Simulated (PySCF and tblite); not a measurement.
Values are calculated unless marked as measured or tabulated.
C3H4ClFO, numbered as in [CH3:1][O:2]/[CH:3]=[C:4](\[F:5])[Cl:6]. Conformers came from 60 starts (ETKDG and KDG, MMFF94s, GFN2-xTB); geometries are PBE0-D3(BJ)/def2-SVP. Free energies are BHandHLYP-D3(BJ)/cc-pVDZ single points with GFN2-xTB rigid-rotor and vibrational terms (modes under about 100 cm⁻¹ blended into free rotors). Symmetry numbers and mirror images are counted. Conformers within 2.5 kcal/mol (GFN2-xTB free energy) were kept, 4 at most. GIAO shieldings: B3LYP/pcSseg-1. Shifts are against TMS (¹H), TMS (¹³C), CFCl3 (¹⁹F) at the same level. (PySCF 2.14, tblite 0.8.)

Torsions listed: C1–O2–C3–C4. Of a mirror pair one member is shown.

```json
{"conformer": "1", "shape": "1°", "point group": "Cs", "mirror pair": "no", "ΔE(DFT)": "0.00", "Δ(G−E) at 298.15 K": "0.00", "δ F5 (ppm)": "-123.5"}
{"conformer": "2", "shape": "150°", "point group": "C1", "mirror pair": "yes", "ΔE(DFT)": "1.23", "Δ(G−E) at 298.15 K": "-0.81", "δ F5 (ppm)": "-105.9"}
```

Energies in kcal/mol; the thermal term leaves out symmetry numbers and mirror images.

Q: Work out the weights at 298.15 K and the ¹⁹F shift of F5 under fast exchange.

A: RT = 0.592 kcal/mol. Each conformer gets RT ln(σ/g), with σ the rotational symmetry number and g = 2 for a mirror pair: 1: σ = 1, g = 1, G = 0.00 + 0.00 + 0.00 = 0.00, 0.00 above the lowest, exp(−ΔG/RT) = 1.000; 2: σ = 1, g = 2, G = 1.23 − 0.81 − 0.41 = 0.01, 0.01 above the lowest, exp(−ΔG/RT) = 0.990. The sum is 1.990, so the weights are 50.3, 49.7 %. The averaged shift is -114.8 ppm. At 298.15 K the leading conformer alone gives -123.5 ppm and bare DFT energies give -121.5 ppm.

Thermal terms of a conformer that GFN2-xTB lacks, or places elsewhere, come from the nearest GFN2-xTB minimum; such a conformer stays in the set even outside the window. Unscaled ¹⁹F shifts at such levels can be off by tens of ppm; differences between conformers or isomers are more reliable.
